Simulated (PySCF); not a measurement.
Species: C4H8NS (doublet state).
Cartesian coordinates in Å at the GFN2-xTB level; atoms count from 1:
```xyz
14
C4H8NS angstrom
C      2.3050   -0.4283    0.5535
C      0.8541   -0.5576    0.3988
N      0.3022    0.6388   -0.2725
C     -0.9750    0.8655   -0.5731
C     -1.9842   -0.1713   -0.2115
S     -1.3914    2.2713   -1.3273
H      2.7142    0.1064    1.3876
H      2.9608   -0.7017   -0.2492
H      0.5965   -1.4289   -0.2145
H      0.3580   -0.6488    1.3720
H      0.9684    1.3569   -0.5277
H     -1.9826   -0.3454    0.8645
H     -2.9728    0.1579   -0.5176
H     -1.7537   -1.1153   -0.7052
```

The hyperfine couplings belong to this conformer and change with its torsions.

The species is `[CH2]CNC(C)=S` [radical].

The calculation used UKS B3LYP, pcH-1 on C H N S, non-relativistic, mean-field spin-orbit, GIAO (PySCF 2.14.0). Geometry: GFN2-xTB, one conformer, isolated molecule. A GFN2-xTB geometry isn't a minimum of the functional, and hyperfine couplings can be far from their values at a DFT geometry. The SCF solution wasn't tested for stability.

(1) The isotropic 13C couplings are +99.0, -24.6, +6.3, +1.5 MHz. Assign them to C1; C2; C4; C5.

(2) The isotropic 1H couplings, averaged over equivalent nuclei, are -63.2, +28.7, -4.0, +0.4 MHz. Assign them to H7/H8; H9/H10; H11; H12/H13/H14.

Results:

(1) 
```csv
site,a_iso (MHz),ρ(0) (bohr⁻³),position,distance from C1 (Å),spin population,largest |T| (MHz)
C1,+99.0,+0.0881,largest spin population,0.00,+1.08,162.4
C2,-24.6,-0.0219,1 bond from C1,1.46,-0.08,3.0
C4,+6.3,+0.0056,3 bonds from C1,3.70,+0.01,3.6
C5,+1.5,+0.0013,4 bonds from C1,4.36,0.00,0.5
```

(2) 
| site | a_iso (MHz) | ρ(0) (bohr⁻³) | position | distance from C1 (Å) | bound to | spin population there | largest \|T\| (MHz) |
| --- | --- | --- | --- | --- | --- | --- | --- |
| H7/H8 | -63.2 | -0.0141 | α, 1 bond from C1 | 1.07 | C1 | +1.08 | 40.0 |
| H9/H10 | +28.7 | +0.0064 | β, 2 bonds from C1 | 2.12 | C2 | -0.08 | 9.9 |
| H11 | -4.0 | -0.0009 | γ, 3 bonds from C1 | 2.48 | N3 | +0.04 | 9.4 |
| H12/H13/H14 | +0.4 | +0.0001 | 5 bonds from C1 | 4.67 | C5 | 0.00 | 1.7 |

ρ(0) is the spin density at the nucleus and T the dipolar tensor; a_iso includes a spin–orbit part; entries for several nuclei are means. Largest spin populations (Mulliken): C1 (+1.08) and C2 (-0.08). C1 is the only atom above +0.15. The positive populations add up to 1.17 and the negative ones to -0.17, together 2S = 1. The angles at C1 add up to 359.0°, so it is planar; its axial dipolar tensor and the negative couplings of its protons fit spin in a p orbital normal to that plane.

Class means assume fast exchange of nuclei equivalent by connectivity; if that motion is slow, each nucleus keeps its own coupling.
